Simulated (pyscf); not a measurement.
F–SiH₂–O–SiH₃ + trifluoromethyl (F–C•(F)–F) → •H₂Si–O–SiH₃ + tetrafluoromethane (F–C(F)(F)–F), an atom transfer (doublet surface; F–Si broken, C–F formed). Single points on ωB97X-D3(BJ)/def2-SVP structures (PySCF, gas phase). Energies in eV from the separated reactants.

Small-basis levels: PySCF, no dispersion term, spherical d functions. Open shells are spin-unrestricted. 

Q: Quick HF/3-21G single points give ΔE‡ = 2.88 eV and ΔE = +0.90 eV. What does ωB97M-D3(BJ)/def2-TZVP give, and how far is the quick result from it?

A: ωB97M-D3(BJ)/def2-TZVP gives ΔE‡ = 2.69 eV and ΔE = +1.23 eV. HF/3-21G lies 0.19 eV over it in the barrier and 0.33 eV under it in the reaction energy, so on this step it does not hold to within 0.13 eV. ωB97M-D3(BJ)/def2-TZVP has limits of its own. This is the saddle that the search found; another between the same sides may lie lower. The angle at the transferred F is 165°.
